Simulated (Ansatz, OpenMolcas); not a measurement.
C3H3N (acrylonitrile): the vertical ionisation energy from total energies

C3H3N has 7 atoms, charge 0, and is taken as a singlet. SMILES: `C=CC#N`. Geometry: relaxed at PBE0-D4/def2-TZVP.

| atom | x (Å) | y (Å) | z (Å) |
| --- | --- | --- | --- |
| C | -0.5408 | 0.8296 | -0.3506 |
| C | 0.3716 | 0.1052 | 0.2894 |
| C | 0.4133 | -1.3159 | 0.2188 |
| N | 0.4651 | -2.4657 | 0.1754 |
| H | -1.3046 | 0.3667 | -0.9633 |
| H | -0.5405 | 1.9094 | -0.2725 |
| H | 1.1360 | 0.5707 | 0.9028 |

Both states at this one shape; open shells run unrestricted unless said. 1 Eh = 27.2114 eV.

| level | program | singlet C3H3N (Eh) | doublet C3H3N+ (Eh) | HOMO of the first (eV) |
| --- | --- | --- | --- | --- |
| BLYP/6-311+G** | Ansatz | -170.825756 | -170.436279 | -7.21 |
| M06-L/6-311+G** | OpenMolcas | -170.852637 | -170.457699 | -7.55 |
| HSE06/6-311+G** | Ansatz | -170.656539 | -170.260399 | -8.10 |

Q: Work out the vertical ionisation energy at each level.

A: 
1. BLYP/6-311+G**: -170.436279 − (-170.825756) = 0.389477 Eh = 10.60 eV; −ε(HOMO) = 7.21 eV.
2. M06-L/6-311+G**: -170.457699 − (-170.852637) = 0.394938 Eh = 10.75 eV; −ε(HOMO) = 7.55 eV.
3. HSE06/6-311+G**: -170.260399 − (-170.656539) = 0.396140 Eh = 10.78 eV; −ε(HOMO) = 8.10 eV.

No measured value is set beside it here; the levels span 10.60 to 10.78 eV. In semi-local functionals −ε(HOMO) lies far under the ionisation energy, a result of self-interaction, while the difference of totals does much better.
